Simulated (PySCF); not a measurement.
**B: ionisation energy**

B [He] 2s2 2p1 (2P) → B⁺ [He] 2s2 (1S), as a difference of total energies. Computed with PySCF 2.14 in def2-TZVP (5s3p2d1f, 31 functions), with the non-relativistic Hamiltonian (point nucleus). Correlated levels: valence: 1s2 frozen. The calculations carry no spin-orbit coupling.

| method | ionisation energy (eV) | error (eV) |
| --- | --- | --- |
| UHF | 8.041 | -0.256 |
| PBE | 8.670 | +0.373 |
| PBE0 | 8.645 | +0.348 |
| MP2 (valence) | 8.260 | -0.037 |
| SCS-MP2 (valence) | 8.230 | -0.067 |
| CCSD (valence) | 8.172 | -0.125 |
| CCSD(T) (valence) | 8.207 | -0.090 |

Reference: 8.297 eV (measured; NIST levels, between the centres of gravity of the two terms).

Errors of the correlated levels include the incompleteness of this basis and the frozen core.

The coupled-cluster amplitudes are large for B⁺ (T1 above 0.03 or a double amplitude above 0.15), so a single reference is strained.
